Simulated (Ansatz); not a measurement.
# NH (imidogen): U-rPW86-PBE-rVV10/ANO-RCC-VDZP (sfX2C)

Aim: the vertical triplet–quintet gap of NH (imidogen) at U-rPW86-PBE-rVV10/ANO-RCC-VDZP (sfX2C), from 2 runs. 

Program for the calculation: Ansatz 0.2.0.

10 further runs of the same task are left out: 2 that didn't finish, 8 set aside as unsound or not needed.

## 1. The system as given

The species is NH (2 atoms), meant as a triplet with charge 0. SMILES: `[NH]`. The bond length is the measured one.

Bond lengths: N1–H2 1.036 Å.

## 2. Energy and gradient at U-rPW86-PBE-rVV10/ANO-RCC-VDZP (sfX2C)

run.yaml

```yaml
crystal:
  periodic: [false, false, false]
  atoms:
    - symbol: N
      position_ang: [0.000000, 0.000000, 0.000000]
    - symbol: H
      position_ang: [0.000000, 0.000000, 1.036210]
basis:
  gaussian:
    orbitals: ANO-RCC-VDZP.json
magnetization:
  spin_polarized: true
  initial_magnetization: 2
hamiltonian:
  xc: {name: rPW86-PBE}
  dispersion: rvv10
accuracy: high
output: {forces: true}
```

The basis set ANO-RCC-VDZP is read from a file made from the Basis Set Exchange's data (not shown).

The run is started by

```sh
ansatz run run.yaml --threads 1 --pin off --max-ram 2610MiB --events-out events.jsonl --progress --plain --runs-dir runs
```

Standard output:

```text
Warning: RAYON_NUM_THREADS=1 ignored (pool sized by the plan → 1); use --threads N
Functional definition: rPW86-PBE+rVV10
  name "rPW86-PBE+rVV10"
  exchange = rpw86_x
  correlation = pbe_c + rvv10(6.3, 0.0093)
365 factors; integrals over basis functions are off by at most 2.8e-9 eV
mean field evaluation 1: about -1504.8189 eV, gradient 1.6e1 eV
mean field evaluation 2: about -1504.1115 eV, gradient 2.0e1 eV
mean field evaluation 4: about -1506.1324 eV, gradient 2.2e-1 eV
mean field evaluation 8: about -1506.1214 eV, gradient 3.6e-3 eV
mean field evaluation 16: about -1506.1214 eV, gradient 2.4e-8 eV
mean field -1506.12142196 eV, -55.3489413712 hartree, gradient 2.4e-8 eV, S^2 2.004396; 0 other end points of the search recorded, 0 dependent functions left out
the calculation of the forces begins
reference -1506.12143762 eV, -55.3489419469 hartree; 5, 3 occupied and 14, 16 virtual orbitals, 365 factors
Total energy: -1506.12143762 eV, -55.3489419469 hartree
Relativity: scalar
Atom 0 at     0.000000     0.000000     0.000000 Å, force    -0.000000    -0.000000    -0.545457 eV/Å
Atom 1 at     0.000000     0.000000     1.036210 Å, force     0.000000     0.000000     0.545457 eV/Å
Dipole moment:     0.000000    -0.000000     0.309005 e Å
```

Wall time 4.8 s (1 thread of Arm Neoverse V2, shared host).

## 3. The quintet, same level

run.yaml, as its differences from that of step 2:

```diff
@@ -12,3 +12,3 @@
   spin_polarized: true
-  initial_magnetization: 2
+  initial_magnetization: 4
 hamiltonian:
```

The basis set ANO-RCC-VDZP is read from a file made from the Basis Set Exchange's data (not shown).

The run is started by

```sh
ansatz run run.yaml --threads 1 --pin off --max-ram 2610MiB --events-out events.jsonl --progress --plain --runs-dir runs
```

Standard output (excerpt; [...] marks lines left out):

```text
Warning: RAYON_NUM_THREADS=1 ignored (pool sized by the plan → 1); use --threads N
[... 2 set-up lines as earlier in the session ...]
[...]
365 factors; integrals over basis functions are off by at most 2.8e-9 eV
[...]
mean field -1497.32936241 eV, -55.0258391423 hartree, gradient 9.2e-9 eV, S^2 6.000989; 0 other end points of the search recorded, 0 dependent functions left out
[...]
reference -1497.32937075 eV, -55.0258394486 hartree; 6, 2 occupied and 13, 17 virtual orbitals, 365 factors
Total energy: -1497.32937075 eV, -55.0258394486 hartree
Relativity: scalar
Atom 0 at     0.000000     0.000000     0.000000 Å, force    -0.000000     0.000000    -8.200905 eV/Å
Atom 1 at     0.000000     0.000000     1.036210 Å, force     0.000000    -0.000000     8.200905 eV/Å
Dipole moment:     0.000000    -0.000000    -0.704885 e Å
```

Wall time 5.1 s (1 thread of Arm Neoverse V2, shared host).

## 4. Summary of results

At U-rPW86-PBE-rVV10/ANO-RCC-VDZP (sfX2C):

| quantity | value |
| --- | --- |
| triplet: total energy | -55.34894 Eh |
| triplet: dipole moment | 1.48 D |
| triplet: ⟨S²⟩ | 2.004 |
| triplet: largest force on an atom | 0.545 eV/Å |
| quintet: total energy | -55.02584 Eh |
| quintet: dipole moment | 3.39 D |
| quintet: ⟨S²⟩ | 6.001 |
| quintet: largest force on an atom | 8.201 eV/Å |
| vertical energy of the quintet above the triplet | 8.792 eV |

**Reading.** At this shape the quintet lies 8.79 eV (203 kcal/mol) above the triplet. The largest force (triplet) is 0.55 eV/Å: the shape isn't a stationary point for this species at this level.
